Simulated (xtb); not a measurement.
C2H2F (SMILES C=[C-]F), charge -1, singlet, geometry from GFN2-xTB; xtb with GFN0-xTB.

Input for xtb:
```
$ xtb mol.xyz --gfn 0 --chrg -1 --uhf 0 --json

# file mol.xyz
5

C      0.02235176     0.64734323    -0.01980650
C      1.14806260    -0.07296494    -0.02704209
F     -1.15423518    -0.30467257     0.03842180
H      1.26753555    -1.17115514     0.00255423
H      2.09809485     0.46693855    -0.06725891
```

Output, abridged:

```
   ID    Z sym.   atoms
    1    6 C      1, 2
    2    9 F      3
    3    1 H      4, 5

           -------------------------------------------------
          |                Calculation Setup                |
           -------------------------------------------------

           -------------------------------------------------
          |                 G F N 0 - x T B                 |
           -------------------------------------------------

          ...................................................
          :                      SETUP                      :
          :.................................................:
          :  # basis functions                  16          :
          :  # atomic orbitals                  16          :
          :  # shells                           10          :
          :  # electrons                        18          :
          :  electronic temp.          300.0000000     K    :
          :  accuracy                    1.0000000          :
          :  -> integral cutoff          0.2500000E+02      :
          :  -> integral neglect         0.1000000E-07      :
          ...................................................

         :::::::::::::::::::::::::::::::::::::::::::::::::::::
         ::                     SUMMARY                     ::
         :::::::::::::::::::::::::::::::::::::::::::::::::::::
         :: total energy             -10.523799077609 Eh    ::
         :: gradient norm              0.032132049551 Eh/a0 ::
         :: HOMO-LUMO gap              4.066440974410 eV    ::
         ::.................................................::
         :: H0 energy                 -9.472348004008 Eh    ::
         :: repulsion energy           0.084087573332 Eh    ::
         :: electrostat energy        -1.131444964975 Eh    ::
         :: -> Gsolv                   0.000000000000 Eh    ::
         ::    -> Gsasa                0.000000000000 Eh    ::
         ::    -> Gshift               0.000000000000 Eh    ::
         :: dispersion energy         -0.000809160073 Eh    ::
         :: short-range corr.         -0.003284521885 Eh    ::
         :: add. restraining           0.000000000000 Eh    ::
         :: total charge              -1.000000000000 e     ::
         :::::::::::::::::::::::::::::::::::::::::::::::::::::

           -------------------------------------------------
          |                Property Printout                |
           -------------------------------------------------

    * Orbital Energies and Occupations

         #    Occupation            Energy/Eh            Energy/eV
      -------------------------------------------------------------
         1        2.0000           -0.7972636             -21.6946
         2        2.0000           -0.6296925             -17.1348
         3        2.0000           -0.5709729             -15.5370
         4        2.0000           -0.5305791             -14.4378
         5        2.0000           -0.4754330             -12.9372
         6        2.0000           -0.4604287             -12.5289
         7        2.0000           -0.4452214             -12.1151
         8        2.0000           -0.4239709             -11.5368
         9        2.0000           -0.4026119             -10.9556 (HOMO)
        10                         -0.2531729              -6.8892 (LUMO)
        11                         -0.1652713              -4.4973
        12                         -0.1260430              -3.4298
        13                         -0.0901263              -2.4525
        14                          0.1971912               5.3658
        15                          0.3098841               8.4324
        16                          0.4541997              12.3594
      -------------------------------------------------------------
                  HL-Gap            0.1494390 Eh            4.0664 eV
             Fermi-level            0.0000000 Eh            0.0000 eV

     #   Z          covCN         q      C6AA      α(0)
     1   6 C        1.745    -0.311    41.684    10.431
     2   6 C        2.830    -0.318    38.950    10.194
     3   9 F        0.768    -0.307    12.451     4.065
     4   1 H        0.922    -0.022     3.468     2.912
     5   1 H        0.924    -0.042     3.907     3.091

 Mol. C6AA /au·bohr⁶  :        397.125206
 Mol. C8AA /au·bohr⁸  :       9148.939754
 Mol. α(0) /au        :         30.693136

Wiberg/Mayer (AO) data.
largest (>0.10) Wiberg bond orders for each atom

 ---------------------------------------------------------------------------
     #   Z sym  total        # sym  WBO       # sym  WBO       # sym  WBO
 ---------------------------------------------------------------------------
     1   6 C    2.849 --     2 C    2.013     3 F    0.801
     2   6 C    3.980 --     1 C    2.013     5 H    0.966     4 H    0.960
     3   9 F    0.877 --     1 C    0.801
     4   1 H    0.989 --     2 C    0.960
     5   1 H    1.003 --     2 C    0.966
 ---------------------------------------------------------------------------

Topologies differ in total number of bonds
Writing topology from bond orders to xtbtopo.mol

 dipole moment from electron density (au)
     X       Y       Z
   0.9243  -0.7595  -0.0009  total (Debye):    3.041

           -------------------------------------------------
          | TOTAL ENERGY              -10.523799077609 Eh   |
          | GRADIENT NORM               0.032132049551 Eh/α |
          | HOMO-LUMO GAP               4.066440974410 eV   |
           -------------------------------------------------

normal termination of xtb
```
